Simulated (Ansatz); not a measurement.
The first iterations of a band of H2 + H5NSi (9 atoms, charge 0, multiplicity 1).

Level of theory: RKS CAM-B3LYP/6-31G* (Ansatz).

```
movable images  : 9
climbing image  : yes
spring          : 5.0 eV/Å²
optimiser       : quadratic models (default)
start path      : through a guess of the saddle point
force threshold : 0.2 eV/Å
iteration limit : 60
end points      : relaxed
```

Image 0:

```xyz
9
Properties=species:S:1:pos:R:3
Si -0.322 0.602 -0.013
N 0.057 -0.066 1.539
H -0.684 -0.468 2.099
H 0.728 0.406 2.130
H 0.956 0.889 -0.709
H -1.117 1.865 -0.012
H -1.108 -0.407 -0.765
H 1.746 -2.975 2.060
H 1.394 -2.349 1.852
```

Image 10:

```xyz
9
Properties=species:S:1:pos:R:3
Si 0.388 0.093 -0.453
N -0.046 -0.683 2.391
H -0.997 -0.988 2.580
H 0.147 0.092 3.021
H 0.612 0.481 -1.878
H 0.437 1.343 0.340
H -0.942 -0.555 -0.394
H 1.480 -0.840 -0.091
H 0.569 -1.446 2.663
```

| iteration | highest image above the first end (eV) | largest band force component (eV/Å) |
| --- | --- | --- |
| 1 | 3.989 | 7.806 |
| 2 | 2.563 | 2.368 |
| 3 | 2.063 | 8.008 |
| 4 | 1.872 | 1.537 |
| 5 | 1.769 | 0.689 |
| 6 | 1.757 | 1.691 |
| 7 | 2.246 | 1.181 |

Q: Does the band converge within its limit, and where does its top end?

A: The forces met the threshold. It ended after 21 iterations with the highest image 2.173 eV above the first end. The threshold of 0.2 eV/Å is loose, so the images may lie well off the minimum-energy path. Neighbouring images differ by up to 1.6 eV, so the band resolves the path poorly. Another band between the same ends (9 images) ends at a top of the same energy, where a vibrational analysis finds 1 clearly imaginary mode. The orbitals stay closed-shell, which can raise the energy where a bond breaks towards radicals; this wasn't checked here.

Run time: 5.1 min on 1 thread of Arm Neoverse V1 (shared host), peak memory 0.1 GiB.
